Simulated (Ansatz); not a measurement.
# F3P: the cost of one run

Program: Ansatz 0.2.0. Level of theory: DFT unrestricted B3LYP, Gaussian basis aug-cc-pV(T+d)Z. These are calculated values, not measurements.

### Step 1. The system as given

Bond lengths: P1–F2 1.790 Å, P1–F3 1.760 Å, P1–F4 1.701 Å. Angles: F2–P1–F3 163.0°, F2–P1–F4 82.3°, F3–P1–F4 81.8°.

As a file:

```xyz
4

P    -0.0042   -0.0006   -0.0214
F     1.7664   -0.0179    0.2416
F    -1.7450   -0.0125    0.2394
F    -0.0091    0.5055    1.6029
```

### Step 2. Relaxing the atoms: F3P, charge -1

input.yaml

```yaml
relax:
  f_tol: 0.0002
  max_steps: 200
crystal:
  periodic: [false, false, false]
  atoms:
    - { symbol: P, position_ang: [-0.004168, -0.000563, -0.021362] }
    - { symbol: F, position_ang: [1.766403, -0.017934, 0.241583] }
    - { symbol: F, position_ang: [-1.744971, -0.012453, 0.23942] }
    - { symbol: F, position_ang: [-0.00909, 0.505515, 1.602922] }
magnetization:
  spin_polarized: true
  initial_magnetization: 1
total_charge: -1
basis:
  gaussian: { orbitals: "aug-cc-pV(T+d)Z.json" }
hamiltonian:
  xc: { name: B3LYP }
accuracy: high
```

Command:

```
$ ansatz run input.yaml --threads 8 --pin off --max-ram 12288MiB --backend cpu --events-out ev --progress --plain --runs-dir out
```

**Question.** How long does this run take on 8 threads of Intel Xeon 6975P-C (Granite Rapids), shared host, and how much memory does it need?

About 31 s, with a peak of 1.2 GiB.
